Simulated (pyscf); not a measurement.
HO–GeH₂–Cl → Cl–GeH: [singlet] + H₂O, a 1,1-elimination (singlet surface; Ge–O, Ge–H broken, H–O formed). PySCF, gas phase, ωB97X-D3(BJ)/def2-SVP geometries. Correlated levels are frozen-core, on RHF or UHF. ΔMP2 is the change of the MP2 total energy from the triple- to the quadruple-zeta basis. Energies in kcal/mol from the reactant's lowest minimum found.

Small-basis levels: PySCF, no dispersion term, spherical d functions. 

Quick B3LYP/LANL2DZ single points give ΔE‡ = 58.5 kcal/mol and ΔE = +35.6 kcal/mol. What does CCSD(T)/def2-TZVPP + ΔMP2(QZVPP) give, and how far is the quick result from it?

CCSD(T)/def2-TZVPP + ΔMP2(QZVPP) gives ΔE‡ = 62.1 kcal/mol and ΔE = +35.5 kcal/mol. B3LYP/LANL2DZ lies 3.6 kcal/mol under it in the barrier and 0.1 kcal/mol over it in the reaction energy, so on this step it does not hold to within 3.0 kcal/mol. CCSD(T)/def2-TZVPP + ΔMP2(QZVPP) has limits of its own. On the product side the descent ends in a bound adduct, 16.5 kcal/mol under the separated species and 42.4 kcal/mol under the saddle at ωB97X-D3(BJ)/def2-TZVP. At ωB97X-D3(BJ) the barrier from the zero used here is 64.4 kcal/mol. This is the saddle that the search found; another between the same sides may lie lower. The CCSD(T) − MP2 part came from Ansatz, without density fitting, on the same reference. The frozen core leaves the outer d or s,p core shells of the metals and heavy elements correlated in the MP2 and CC values, and def2-TZVPP describes them poorly, which can shift differences by a few kcal/mol. In the def2 sets elements up to Kr have no core potential.
